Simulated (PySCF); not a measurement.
Compound: chloroform, CHCl3.
Structure used (GFN2-xTB), in Å, numbered top down from 1:
```xyz
5
CHCl3 angstrom
Cl    -0.6063    1.5492   -0.4907
C     -0.0064    0.0005    0.1189
Cl    -0.9875   -1.3275   -0.5167
Cl     1.6891   -0.2202   -0.3364
H     -0.0803    0.0008    1.2077
```

The closed-shell SCF was solved with PySCF and density fitting under several settings on one GFN2-xTB geometry (grid level 2 and gas phase unless stated).

```csv
settings,basis functions,SCF cycles,E (Eh),HOMO (eV),LUMO (eV),dipole (D)
PBE0/pcSseg-1,94,12,-1418.7277,-8.96,-0.90,1.24
wB97X-D/def2-SVPD,109,12,-1418.8302,-10.87,0.78,1.14
"WP04/MINI, IEF-PCM water",33,8,-1425.6500,-11.32,-4.46,1.65
"PBE0/6-311+G(2d,p)",138,12,-1418.8443,-8.90,-1.12,1.10
```

Question: Estimate the row for these settings: revPBE/def2-SVPD, fitting basis def2-universal-jkfit.

Answer: 
```tsv
settings	basis functions	SCF cycles	E (Eh)	HOMO (eV)	LUMO (eV)	dipole (D)
revPBE/def2-SVPD, fitting basis def2-universal-jkfit	109	9	-1418.5889	-7.53	-2.02	1.05
```

Question: Over all rows, what range does the HOMO–LUMO gap span?

Answer: From 5.51 eV (revPBE/def2-SVPD, fitting basis def2-universal-jkfit) to 11.65 eV (wB97X-D/def2-SVPD). The functional of the narrowest has no exact exchange, that of the widest range-separated exact exchange.

Question: And the dipole moment?

Answer: From 1.05 D (revPBE/def2-SVPD, fitting basis def2-universal-jkfit) to 1.65 D (WP04/MINI, IEF-PCM water); the largest is 1.57 times the smallest, and the median is 1.14 D.

Question: Compare two rows with the functional PBE0: PBE0/6-311+G(2d,p) and PBE0/pcSseg-1. Which energy is lower, and by how much?

Answer: PBE0/6-311+G(2d,p) (138 functions) lies 0.1166 Eh or 73 kcal/mol below PBE0/pcSseg-1 (94 functions).

wB97X-D ran without the empirical dispersion term, which would shift the total energy alone. Cycle counts include a coarse-grid stage where the run had one. All basis functions are spherical, in the Pople sets too. WP04 was designed for NMR shieldings or shifts; total energies of different functionals aren't comparable. The species at its GFN2-xTB geometry.
